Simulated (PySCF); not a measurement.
Isomers of C6H5F, mass 96.038 u with the commonest isotopes. Method used: PySCF, PBE0-D3(BJ)/def2-SVP geometry optimisation, gas phase. One conformer each, none proved a minimum here; rigid rotors.

Problem. Order these by rotational constant B, largest first.
A. `FC1=C[C@@H]2C=C[C@H]12`
B. `C#C[C@H]1[C@H]2[C@H](F)[C@@H]12`
C. `c1ccccc1F`

Solution. C (2571 MHz), A (2476 MHz), B (1718 MHz).

Problem. Order these by dipole moment, smallest first.
A. `C#C[C@H]1[C@H]2[C@H](F)[C@@H]12`
B. `[CH:1]#[C:2][C:3](=[CH2:4])/[CH:5]=[CH:6]/[F:7]` with C2–C3–C5–C6 0°
C. `Fc1ccccc1`

Solution. B (0.97 D), A (1.21 D), C (1.35 D).

Problem. Order these by rotational constant C, largest first.
A. `[CH:1]#[C:2][C:3](=[CH2:4])/[CH:5]=[CH:6]/[F:7]` with C2–C3–C5–C6 0°
B. `C#C[C@H]1[C@H]2[C@H](F)[C@@H]12`
C. `FC1=C[C@@H]2C=C[C@H]12`
D. `FC1=CC=CC=C1`

Solution. C (2035 MHz), D (1770 MHz), B (1527 MHz), A (1219 MHz).

```csv
SMILES,point group,Ia (u·Å²),Ib (u·Å²),Ic (u·Å²),κ,μa (D),μb (D),μc (D)
Fc1ccccc1,C2v,88.92,196.55,285.46,-0.59,1.35,0.00,0.00
C#C[C@H]1[C@H]2[C@H](F)[C@@H]12,Cs,72.07,294.20,330.86,-0.93,0.56,1.07,0.01
FC1=C[C@@H]2C=C[C@H]12,C1,82.41,204.13,248.29,-0.79,1.23,0.28,0.24
C#CC(=C)/C=C/F,Cs,115.89,298.74,414.63,-0.70,0.96,0.11,0.00
```
